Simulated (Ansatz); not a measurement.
**SiH₃ (doublet): wave-function methods side by side at distance H1–H2 along a hydrogen transfer = 1.201 Å, 6-31G**

Aim: climb from Hartree-Fock through coupled cluster and multireference methods for SiH₃ (doublet) at one geometry and basis, and see what each rung misses.

Program: Ansatz 0.2.0, Gaussian basis. Level of theory: 6-31G, core rule «outside noble gas», up to 5 orbitals frozen. These are calculated values, not measurements.

The runs, in order: UHF; CCSD(T) on ROHF; CCSD(T) on UHF; BCCD(T) on ROHF; CISD; CCSDT(Q) on ROHF; CCSDT(Q) on UHF; CISDTQ; CCSDTQ on ROHF; CCSDTQ on UHF; CASSCF and MRCISD+Q, 3 electrons in 3 orbitals; CASSCF and NEVPT2, 3 electrons in 3 orbitals; CASSCF and MRCISD+Q, 7 electrons in 7 orbitals; CASSCF and NEVPT2, 7 electrons in 7 orbitals; Full CI; Full CI in the symmetry of the determinant.

6 further runs of the same task are left out: 5 that didn't finish, 1 set aside as unsound or not needed.

## (1) What is computed

The geometry derives from fragments relaxed apart (PBE0/def2-TZVP) and kept rigid, so it is no stationary point. A hydrogen atom is moved between rigid fragments.

4 atoms, charge 0, spin multiplicity 2.

Atoms are counted from 1 here; the program's logs count them from 0.

Bond lengths: H2–Si3 1.623 Å, Si3–H4 1.532 Å. Angles: H2–Si3–H4 105.0°.

## (2) UHF

The input, in.yaml:

```yaml
crystal:
  periodic: [false, false, false]
  atoms:
    - {symbol: H, position_ang: [-2.692762, 0.047936, 0.000000]}
    - {symbol: H, position_ang: [-1.491762, 0.047936, 0.000000]}
    - {symbol: Si, position_ang: [0.131238, 0.047936, 0.000000]}
    - {symbol: H, position_ang: [0.527672, -1.431577, 0.000000]}
basis:
  gaussian: {orbitals: 6-31G}
magnetization: {spin_polarized: true, initial_magnetization: 1}
hamiltonian: {xc: hf}
output: {orbitals: {seedname: orbitals}}
```

Started as:

```
$ ansatz run in.yaml --threads 1 --pin off --events-out ev --progress --plain --max-ram 2393MiB
```

Further steps of the session: CCSD(T) on ROHF; CCSD(T) on UHF; BCCD(T) on ROHF; CISD; CCSDT(Q) on ROHF; CCSDT(Q) on UHF; CISDTQ; CCSDTQ on ROHF; CCSDTQ on UHF; CASSCF and MRCISD+Q, 3 electrons in 3 orbitals; CASSCF and NEVPT2, 3 electrons in 3 orbitals; CASSCF and MRCISD+Q, 7 electrons in 7 orbitals; CASSCF and NEVPT2, 7 electrons in 7 orbitals; Full CI; Full CI in the symmetry of the determinant.

**Question.** What will the summary of the whole plan be? Wanted: FCI below the RHF energy; UMP2 from FCI; UCCSD(T) from FCI; UCCSDT(Q) from FCI; NEVPT2 valence from FCI; MRCISD+Q valence from FCI; T1 diagnostic; effectively unpaired electrons.

As calculated:

| quantity | value |
| --- | --- |
| FCI below the RHF energy | -2.1284 eV |
| UMP2 from FCI | +1069.9 meV |
| UCCSD(T) from FCI | +29.3 meV |
| UCCSDT(Q) from FCI | -0.3 meV |
| NEVPT2 valence from FCI | +167.1 meV |
| MRCISD+Q valence from FCI | +8.2 meV |
| levels within 1 kcal/mol (43 meV) | UCCSD(T), UCCSDT, UCCSDT(Q), UCCSDTQ, MRCISD valence, MRCISD+Q valence |
| T1 diagnostic | 0.041 |
| effectively unpaired electrons | 1.40 |

**Reading.** UCCSD(T) misses by +29.3 meV, 1.4 % of the correlation energy. The occupations show some static correlation. Of the multireference levels listed MRCISD+Q valence comes nearest in total energy (+8.2 meV), which doesn't show that its space is the better one. The lowest state has another symmetry than the determinant, whose own symmetry lies 0.01 eV higher, so single-reference misses include that gap. Coupled cluster took another determinant than the lowest Hartree-Fock one. These misses are within one basis, not against nature; the frozen cores of restricted and unrestricted runs differ, which can shift their rows.
